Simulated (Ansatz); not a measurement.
## Rock-salt MgS: TA phonon frequency at L by level of theory

No measured value is used here.

Task: Put these levels in order of the TA phonon frequency at L that they give for rock-salt MgS, smallest first: Hartree–Fock (Ansatz, a first-principles code), PBE (Ansatz), r²SCANh (Ansatz).

Result: Hartree–Fock (159 cm⁻¹), PBE (169 cm⁻¹), r²SCANh (183 cm⁻¹)

Unless a cell is named, each level is at its own relaxed cell (PBE 17.88, r²SCANh 17.53, Hartree–Fock 18.45 Å³/atom).

Each level is taken at its own relaxed cell. Cutoffs and k meshes differ between the levels. Ansatz's density-functional and Hartree–Fock values are scalar-relativistic unless marked +SOC, with PAW data made under PBE.
